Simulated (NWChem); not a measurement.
System: Na anion

Here is an NWChem input.

```
start job
memory heap 200 mb stack 900 mb global 1100 mb
charge -1
geometry units angstroms noautoz
  Na     0.000000     0.000000     0.000000
end
basis spherical
  * library aug-cc-pvdz
end
dft
  xc xcamb88 1.00 lyp 0.81 vwn_5 0.19 hfexch 1.00
  cam 0.33 cam_alpha 0.19 cam_beta 0.46
  iterations 150
  mulliken
end
task dft gradient
```

Excerpt of the output:

```
             Northwest Computational Chemistry Package (NWChem) 7.3.0
             --------------------------------------------------------

                             Geometry "geometry" -> ""
                             -------------------------

 Output coordinates in angstroms (scale by  1.889725989 to convert to a.u.)

  No.       Tag          Charge          X              Y              Z
 ---- ---------------- ---------- -------------- -------------- --------------
    1 Na                  11.0000     0.00000000     0.00000000     0.00000000

 Effective nuclear repulsion energy (a.u.)       0.0000000000

                                 NWChem DFT Module
                                 -----------------

 Summary of "ao basis" -> "ao basis" (spherical)
 ------------------------------------------------------------------------------
       Tag                 Description            Shells   Functions and Types
 ---------------- ------------------------------  ------  ---------------------
 Na                       aug-cc-pvdz               11       27   5s4p2d

            General Information
            -------------------
          SCF calculation type: DFT
          Wavefunction type:  closed shell.
          No. of atoms     :     1
          No. of electrons :    12
           Alpha electrons :     6
            Beta electrons :     6
          Charge           :    -1
          Spin multiplicity:     1
          Use of symmetry is: off; symmetry adaption is: off
          Maximum number of iterations: 150
          AO basis - number of functions:    27
                     number of shells:    11
          Convergence on energy requested:  1.00D-06
          Convergence on density requested:  1.00D-05
          Convergence on gradient requested:  5.00D-04

              XC Information
              --------------
                     Hartree-Fock (Exact) Exchange  1.000
                   CAM-Becke88 Exchange Functional  1.000
                      VWN V Correlation Functional  0.190 local
              Lee-Yang-Parr Correlation Functional  0.810

           Range-Separation Parameters
           ---------------------------
           Alpha           :  0.19
           Beta            :  0.46
           Gamma           :  0.33
           Short-Range HF  :     F

             Grid Information
             ----------------
          Grid used for XC integration:  medium
          Radial quadrature: Mura-Knowles
          Angular quadrature: Lebedev.
          Tag              B.-S. Rad. Rad. Pts. Rad. Cut. Ang. Pts.
          ---              ---------- --------- --------- ---------
          Na                  1.80       88          20.0       434
          Grid pruning is: on
          Number of quadrature shells:    88
          Spatial weights used:  Erf1

      Superposition of Atomic Density Guess
      -------------------------------------

 Sum of atomic energies:        -161.85304041

 Renormalizing density from      11.00 to     12

      Non-variational initial energy
      ------------------------------

 Total energy =    -169.956193
 1-e energy   =    -248.580942
 2-e energy   =      78.624749
 HOMO         =       0.084430
 LUMO         =       0.084430

     ---------------------------------------------
      Total Density - Mulliken Population Analysis
     ---------------------------------------------

    Atom       Charge   Shell Charges
 -----------   ------   -------------------------------------------------------
    1 Na  11    12.00   2.00  2.03 -0.01 -0.02  0.00  6.02  0.02 -0.44  2.40  0.00  0.00

   convergence    iter        energy       DeltaE   RMS-Dens  Diis-err
 ---------------- ----- ----------------- --------- --------- ---------
 d= 0,ls=0.0,diis     1   -162.0475259962 -1.62D+02  1.67D-01  5.53D-01
 d= 0,ls=0.0,diis     2   -162.2343224313 -1.87D-01  6.09D-02  3.49D-02
 d= 0,ls=0.0,diis     3   -162.2812463154 -4.69D-02  1.59D-02  2.50D-03
 d= 0,ls=0.0,diis     4   -162.2855945200 -4.35D-03  4.60D-03  1.86D-04
 d= 0,ls=0.0,diis     5   -162.2857486000 -1.54D-04  1.65D-03  3.32D-06
  Resetting Diis
 d= 0,ls=0.0,diis     6   -162.2857562469 -7.65D-06  1.44D-04  1.54D-07
 d= 0,ls=0.0,diis     7   -162.2857564955 -2.49D-07  1.22D-06  1.29D-11

         Total DFT energy =     -162.285756495492
      One electron energy =     -229.689752728915
           Coulomb energy =       81.897439129235
    Exchange-Corr. energy =      -14.493442895812
 Nuclear repulsion energy =        0.000000000000

 Numeric. integr. density =       11.999999995891

                       DFT Final Molecular Orbital Analysis
                       ------------------------------------

 Vector    4  Occ=2.000000D+00  E=-1.054439D+00
              MO Center=  4.3D-17, -1.9D-17,  6.8D-17, r^2= 2.4D-01
   Bfn.  Coefficient  Atom+Function         Bfn.  Coefficient  Atom+Function
  ----- ------------  ---------------      ----- ------------  ---------------
     7      0.853571  1 Na py                 8     -0.480892  1 Na pz
     6     -0.208350  1 Na px

 Vector    5  Occ=2.000000D+00  E=-1.054439D+00
              MO Center=  1.2D-16, -1.0D-17, -8.0D-18, r^2= 2.4D-01
   Bfn.  Coefficient  Atom+Function         Bfn.  Coefficient  Atom+Function
  ----- ------------  ---------------      ----- ------------  ---------------
     8      0.732062  1 Na pz                 6     -0.633106  1 Na px
     7      0.257899  1 Na py

 Vector    6  Occ=2.000000D+00  E=-3.825683D-03
              MO Center=  8.7D-15,  1.0D-13,  1.5D-13, r^2= 1.1D+01
   Bfn.  Coefficient  Atom+Function         Bfn.  Coefficient  Atom+Function
  ----- ------------  ---------------      ----- ------------  ---------------
     4      0.379142  1 Na s                  5      0.372491  1 Na s
     3      0.364057  1 Na s                  2     -0.055484  1 Na s

 Vector    7  Occ=0.000000D+00  E= 7.077548D-02
              MO Center=  7.9D-13,  4.8D-13,  5.2D-13, r^2= 6.8D+01
   Bfn.  Coefficient  Atom+Function         Bfn.  Coefficient  Atom+Function
  ----- ------------  ---------------      ----- ------------  ---------------
    15      0.909642  1 Na px                17      0.590791  1 Na pz
    16      0.554580  1 Na py                12     -0.311422  1 Na px
    14     -0.202261  1 Na pz                13     -0.189864  1 Na py
     9      0.084762  1 Na px                11      0.055051  1 Na pz
    10      0.051676  1 Na py

 Vector    8  Occ=0.000000D+00  E= 7.077553D-02
              MO Center= -4.6D-14,  4.3D-13, -3.2D-13, r^2= 6.8D+01
   Bfn.  Coefficient  Atom+Function         Bfn.  Coefficient  Atom+Function
  ----- ------------  ---------------      ----- ------------  ---------------
    16      0.942450  1 Na py                17     -0.768182  1 Na pz
    13     -0.322653  1 Na py                14      0.262992  1 Na pz
    10      0.087819  1 Na py                15     -0.075666  1 Na px
    11     -0.071580  1 Na pz                12      0.025905  1 Na px

 Vector    9  Occ=0.000000D+00  E= 7.077553D-02
              MO Center= -3.1D-13,  2.3D-13,  2.8D-13, r^2= 6.8D+01
   Bfn.  Coefficient  Atom+Function         Bfn.  Coefficient  Atom+Function
  ----- ------------  ---------------      ----- ------------  ---------------
    15      0.806763  1 Na px                17     -0.738176  1 Na pz
    16     -0.536908  1 Na py                12     -0.276200  1 Na px
    14      0.252719  1 Na pz                13      0.183814  1 Na py
     9      0.075175  1 Na px                11     -0.068784  1 Na pz
    10     -0.050030  1 Na py

     ---------------------------------------------
      Total Density - Mulliken Population Analysis
     ---------------------------------------------

    Atom       Charge   Shell Charges
 -----------   ------   -------------------------------------------------------
    1 Na  11    12.00   2.00  2.01  0.63  0.72  0.63  6.01 -0.01 -0.00  0.00 -0.00  0.00

     -------------------------------------------
      Total Density - Lowdin Population Analysis
     -------------------------------------------

    Atom       Charge   Shell Charges
 -----------   ------   -------------------------------------------------------
    1 Na  11    12.00   2.00  1.96  0.65  0.78  0.61  5.99  0.01  0.01  0.00  0.00  0.00

            General Information
            -------------------
          SCF calculation type: DFT
          Wavefunction type:  closed shell.
          No. of atoms     :     1
          No. of electrons :    12
           Alpha electrons :     6
            Beta electrons :     6
          Charge           :    -1
          Spin multiplicity:     1
          Use of symmetry is: off; symmetry adaption is: off
          Maximum number of iterations: 150
          This is a Direct SCF calculation.
          AO basis - number of functions:    27
                     number of shells:    11
          Convergence on energy requested:  1.00D-06
          Convergence on density requested:  1.00D-05
          Convergence on gradient requested:  5.00D-04

              XC Information
              --------------
                     Hartree-Fock (Exact) Exchange  1.000
                   CAM-Becke88 Exchange Functional  1.000
                      VWN V Correlation Functional  0.190 local
              Lee-Yang-Parr Correlation Functional  0.810

           Range-Separation Parameters
           ---------------------------
           Alpha           :  0.19
           Beta            :  0.46
           Gamma           :  0.33
           Short-Range HF  :     F

             Grid Information
             ----------------
          Grid used for XC integration:  medium
          Radial quadrature: Mura-Knowles
          Angular quadrature: Lebedev.
          Tag              B.-S. Rad. Rad. Pts. Rad. Cut. Ang. Pts.
          ---              ---------- --------- --------- ---------
          Na                  1.80       88          20.0       434
          Grid pruning is: on
          Number of quadrature shells:    88
          Spatial weights used:  Erf1

          Convergence Information
          -----------------------
          Convergence aids based upon iterative change in
          total energy or number of iterations.
          Levelshifting, if invoked, occurs when the
          HOMO/LUMO gap drops below (HL_TOL):  1.00D-02
          DIIS, if invoked, will attempt to extrapolate
          using up to (NFOCK): 10 stored Fock matrices.

                    Damping( 0%)  Levelshifting(0.5)       DIIS
                  --------------- ------------------- ---------------
          dE  on:    start            ASAP                start
          dE off:    2 iters        150 iters           150 iters

  intd_init: cando_txs set to always be  F

                            NWChem DFT Gradient Module
                            --------------------------

  charge          =  -1.00
  wavefunction    = closed shell

  intd_init: cando_txs set to always be  F

                         DFT ENERGY GRADIENTS

    atom               coordinates                        gradient
                 x          y          z           x          y          z
   1 Na      0.000000   0.000000   0.000000    0.000000  -0.000000   0.000000
```

Level: CAM-B3LYP/aug-cc-pVDZ.
